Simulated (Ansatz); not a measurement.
# Al₂HO (sextet): the correlation ladder, cc-pVTZ

Aim: climb from Hartree-Fock through coupled cluster for Al₂HO (sextet) at one geometry and basis, and see what each rung misses.

The runs use Ansatz 0.2.0, Gaussian basis; cc-pVTZ, core rule «outside noble gas», up to 11 orbitals frozen.

To be run: UHF; CCSD(T) on ROHF; CCSD(T) on UHF; BCCD(T) on ROHF; CCSDT(Q) on ROHF; CCSDT(Q) on UHF.

7 further runs of the same task are left out: 2 for a known fault of the program, 5 set aside as unsound or not needed.

### Step 1. The system

The geometry is a PBE0/def2-TZVP stationary point (not a proven minimum) of the parent state, kept for this charge and spin.

4 atoms, charge 0, spin multiplicity 6.

Atoms are counted from 1 here; the program's logs count them from 0.

Bond lengths: Al1–Al2 2.344 Å, Al2–O3 1.647 Å, O3–H4 0.946 Å. Angles: Al1–Al2–O3 180.0°, Al2–O3–H4 180.0°.

### Step 2. UHF

in.yaml

```yaml
crystal:
  periodic: [false, false, false]
  atoms:
    - {symbol: Al, position_ang: [0.000000, 0.000000, -2.818500]}
    - {symbol: Al, position_ang: [0.000000, 0.000000, -0.474100]}
    - {symbol: O, position_ang: [0.000000, 0.000000, 1.173400]}
    - {symbol: H, position_ang: [0.000000, 0.000000, 2.119200]}
basis:
  gaussian: {orbitals: cc-pVTZ}
magnetization: {spin_polarized: true, initial_magnetization: 5}
hamiltonian: {xc: hf}
output: {orbitals: {seedname: orbitals}}
```

Command:

```bash
$ ansatz run in.yaml --threads 1 --pin off --events-out ev --progress --plain --max-ram 2560MiB --backend cpu
```

Further steps of the session: CCSD(T) on ROHF; CCSD(T) on UHF; BCCD(T) on ROHF; CCSDT(Q) on ROHF; CCSDT(Q) on UHF.

**Question.** What will the summary of the whole plan be? Wanted: UCCSDT(Q) from the RHF energy; RMP2 from UCCSDT(Q); UMP2 from UCCSDT(Q); RCCSD from UCCSDT(Q); RCCSD(T) from UCCSDT(Q); UCCSD(T) from UCCSDT(Q); RCCSDT(Q) from UCCSDT(Q); T1 diagnostic.

As calculated:

| quantity | value |
| --- | --- |
| UCCSDT(Q) from the ROHF energy | -9.1420 eV |
| RMP2 from UCCSDT(Q) | +720.7 meV |
| UMP2 from UCCSDT(Q) | +709.2 meV |
| RCCSD from UCCSDT(Q) | +379.6 meV |
| RCCSD(T) from UCCSDT(Q) | +41.5 meV |
| UCCSD(T) from UCCSDT(Q) | +37.4 meV |
| RCCSDT(Q) from UCCSDT(Q) | +7.1 meV |
| levels within 1 kcal/mol (43 meV) | RCCSD(T), UCCSD(T), BCCD(T), RCCSDT, UCCSDT, RCCSDT(Q) |
| T1 diagnostic | 0.018 |

**Reading.** RCCSD(T) misses by +41.5 meV, 0.5 % of the correlation energy. These misses are within one basis, not against nature; the frozen cores of restricted and unrestricted runs differ, which can shift their rows.
